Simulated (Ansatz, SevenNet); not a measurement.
# 1T (CdI2-type) ZrSe₂: properties by level of theory

Reference values: lattice constant a 3.77 Å (measured, temperature not stated, no zero-point or thermal correction; as tabulated in Björkman (2014), arXiv:1406.2436); lattice parameter c 6.122 Å (measured, temperature not stated, zero-point anharmonic expansion removed (computed with revB86b-DF2); no thermal correction; as tabulated in Björkman (2014), arXiv:1406.2436).

```json
[
 {"level (code)": "SevenNet-l3i5", "equilibrium lattice constant a (Å)": "3.802", "c axis length (Å)": "6.757"},
 {"level (code)": "PBEsol (Ansatz)", "equilibrium lattice constant a (Å)": "3.729", "c axis length (Å)": "6.137"},
 {"level (code)": "PBEsol-D3(BJ) (Ansatz)", "equilibrium lattice constant a (Å)": "3.662", "c axis length (Å)": "5.838"},
 {"level (code)": "rVV10 (Ansatz)", "equilibrium lattice constant a (Å)": "3.821", "c axis length (Å)": "6.178"},
 {"level (code)": "HSE06-D3(BJ) (Ansatz)", "equilibrium lattice constant a (Å)": "3.721", "c axis length (Å)": "5.941"}
]
```

Differences from the reference values (errors of the level alone only where the reference is corrected to a static lattice):

```json
[
 {"level": "SevenNet-l3i5", "lattice constant a (%)": "+0.85", "lattice parameter c (%)": "+10.4"},
 {"level": "PBEsol", "lattice constant a (%)": "-1.09", "lattice parameter c (%)": "+0.25"},
 {"level": "PBEsol-D3(BJ)", "lattice constant a (%)": "-2.86", "lattice parameter c (%)": "-4.64"},
 {"level": "rVV10", "lattice constant a (%)": "+1.35", "lattice parameter c (%)": "+0.91"},
 {"level": "HSE06-D3(BJ)", "lattice constant a (%)": "-1.30", "lattice parameter c (%)": "-2.96"}
]
```

Nearest: lattice constant a, not ranked (reference at room or unstated temperature); lattice parameter c, not ranked (reference at room or unstated temperature).

Machine-learned potentials (SevenNet-l3i5) are trained on DFT data: a solid inside that data is no test of them.

Caveats: the cell comes from a level without a dispersion term, which matters for the spacing of layers, chains or molecules (PBEsol). Ansatz's density-functional and Hartree–Fock values are scalar-relativistic unless marked +SOC, with PAW data made under PBE.

Differences are worked out from the printed values.

The computed numbers hold no vibrational or temperature effects.

Ansatz is a first-principles code.
